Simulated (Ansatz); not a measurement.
## CsCdBO₃ (P2₁3, No. 198; cell taken from a computed entry)

The numbers are results of HSE06 (plane waves, PAW; Ansatz, an electronic-structure program), not measurements.

Run with plane-wave cutoff 460 eV, 4×4×4 k mesh, Fermi–Dirac smearing 0.01 eV, scalar-relativistic PAW data made under PBE.

Cell (relaxed with PBEsol):

```cif
data_B4Cd4Cs4O12
_chemical_formula_sum 'Cs4 Cd4 B4 O12'
_space_group_name_H-M_alt 'P213'
_space_group_IT_number 198
_space_group_name_Hall 'P 2ac 2ab 3'
_cell_length_a 7.47557
_cell_length_b 7.47557
_cell_length_c 7.47557
_cell_angle_alpha 90.000
_cell_angle_beta 90.000
_cell_angle_gamma 90.000
loop_
_atom_site_label
_atom_site_type_symbol
_atom_site_symmetry_multiplicity
_atom_site_Wyckoff_symbol
_atom_site_fract_x
_atom_site_fract_y
_atom_site_fract_z
_atom_site_occupancy
Cs1 Cs 4 a 0.86222 0.86222 0.86222 1
Cd1 Cd 4 a 0.14610 0.14610 0.14610 1
B1 B 4 a 0.59652 0.59652 0.59652 1
O1 O 12 b 0.02709 0.41415 0.23448 1
```

* **band gap**: 3.42 eV (on the SCF k mesh)
* **smallest direct gap on the k points sampled**: 3.66 eV

Note: cell and atoms aren't relaxed at this level (largest force component 0.35 eV/Å, pressure 0.3 GPa).

Spin–orbit coupling is not included.

Static lattice: no zero-point or thermal effects.
